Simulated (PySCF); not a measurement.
Run record: geometry optimisation, `[PH4+]`.

Computed with PBE0-D3(BJ)/def2-SVP geometry optimisation, gas phase (PySCF 2.14.0). Start geometry: GFN2-xTB. The input is one job of a driver script: a line of settings, then coordinates in Å.

Command:
```bash
OMP_NUM_THREADS=1 python probes_run.py task.json out
```

Input:
```
{"job": {"xc": "PBE0", "basis": "def2-SVP", "d3": "d3bj", "grid": 1, "shake": 0.01, "kind": "geom"}, "charge": 1, "multiplicity": 1}
P      0.022310    -0.024790     0.000510
H     -0.741620    -0.866860    -0.780970
H      0.315290    -0.619290     1.169690
H     -0.708240     1.128830     0.257850
H      1.145840     0.348140    -0.684960
```

Output:
```
step   0  E = -343.20089504  max force = 0.028951
step   1  E = -343.20420319  max force = 0.007543
step   2  E = -343.20443728  max force = 0.000978
step   3  E = -343.20444016  max force = 0.000065
optimisation converged
```

Energies in Eh; «max force» is the largest Cartesian gradient component in Eh/bohr.

Question: How much energy does the optimisation release, in eV?

Answer: E(step 0) − E(last step) = 0.003545 Eh, which is 0.096 eV.

Main results: final energy -343.20444 Eh after 3 steps.

Question: Where do the atoms end?

Answer: 0.039 Å rms from the input after alignment:
```
atom  x, y, z in Å
P1    -0.0227    0.0150   -0.0201
H2    -0.7917   -0.8582   -0.8145
H3     0.2973   -0.6169    1.1977
H4    -0.7609    1.1867    0.2390
H5     1.1638    0.3487   -0.7024
```

Time: 1.5 s; peak memory 0.25 GiB. Hardware: an Arm Neoverse V1 with one thread, on a shared host.
Labels such as C1 count atoms from 1, the log's own numbers from 0.
